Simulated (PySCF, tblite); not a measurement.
# 2-pyrazoline: geometry, infrared bands, NMR shifts and spin-spin couplings

Aim: predict the infrared bands, NMR shifts and spin-spin couplings of 2-pyrazoline (`C1=NNCC1`).

Programs: tblite 0.8.0 and PySCF 2.14.0, with density-fitted response routines of our own. Each step states its level of theory. These are calculated values for one molecule in the gas phase, unless marked as measured. Atoms are numbered from 0 throughout.

## (1) Starting geometry

11 atoms, charge 0, multiplicity 1; geometry from: force field or distance geometry start.

Bonds of the start (Å): C0–N1 1.31, N1–N2 1.35, N2–C3 1.43, C3–C4 1.52, C4–C0 1.50, C0–H5 1.09, N2–H6 1.03, C3–H7 1.08, C3–H8 1.10, C4–H9 1.09, C4–H10 1.08.

## (2) Relaxing the molecule with GFN2-xTB

The job: settings as JSON, then the geometry in Å.

```
{"job": {"kind": "relax", "xc": "GFN2-xTB", "basis": "xTB"}, "charge": 0, "multiplicity": 1}
C      1.102600     0.720700     0.202700
N      0.139500     1.600600     0.096900
N     -0.985000     0.886000    -0.101100
C     -0.801500    -0.530500    -0.160900
C      0.685300    -0.709900     0.071600
H      2.140400     0.990500     0.375100
H     -1.877400     1.388100    -0.215500
H     -1.121100    -0.905500    -1.123000
H     -1.390200    -1.008900     0.638400
H      1.189800    -1.166100    -0.784400
H      0.923100    -1.262300     0.974200
```

Command:

```bash
OMP_NUM_THREADS=1 python probes_run.py task.json out
```

This one command runs all jobs of the session in turn.

**Question.** This job is followed by: GFN2-xTB harmonic vibrations, gas phase; GIAO PBE0/pcSseg-1 NMR shielding, non-relativistic, gas phase; B3LYP/pcJ-1 indirect spin-spin coupling, non-relativistic, gas phase. What will the session give for the following? strongest single infrared mode (GFN2-xTB); zero-point energy (GFN2-xTB); 13C shifts against TMS (PBE0/pcSseg-1); 1H shifts against TMS (PBE0/pcSseg-1, means over atoms taken as alike); 15N shifts against NH3 (PBE0/pcSseg-1); surface potential, 1st and 99th percentile; largest coupling of the table (B3LYP/pcJ-1).

As calculated:

| quantity | value |
| --- | --- |
| strongest single infrared mode (GFN2-xTB) | 566 cm⁻¹, 139 km/mol |
| zero-point energy (GFN2-xTB) | 57.1 kcal/mol |
| 13C shifts against TMS (PBE0/pcSseg-1) | 136.4, 46.9, 35.6 ppm |
| 1H shifts against TMS (PBE0/pcSseg-1, means over atoms taken as alike) | 6.26, 4.74, 3.53, 2.75 ppm |
| 15N shifts against NH3 (PBE0/pcSseg-1) | 391.3, 145.7 ppm |
| surface potential, 1st and 99th percentile | -1.84 V and 1.54 V |
| largest coupling of the table (B3LYP/pcJ-1) | 1J(C,H) C0–H5, 199.7 Hz |

In words: Relaxing lowered the energy by 0.197 eV in 52 steps; the close pair that moved most is N2–C3, from 1.430 to 1.471 Å. No mode is imaginary among the 27: a minimum at this level. The strongest single mode, at 566 cm⁻¹, moves mainly H6 and N2. Unscaled tight-binding wavenumbers are off by several per cent, some by more. Its intensities can rank the bands wrongly. At PBE0/pcSseg-1: The largest span, 623 ppm, is at N1, where the paramagnetic term is -446 ppm. In the run at B3LYP/pcJ-1, the largest coupling of the table is C0–H5, 199.7 Hz, of which the Fermi-contact term gives 198.8 Hz. Couplings across rotatable bonds belong to this one conformer; where others are populated, the observed values are averages.
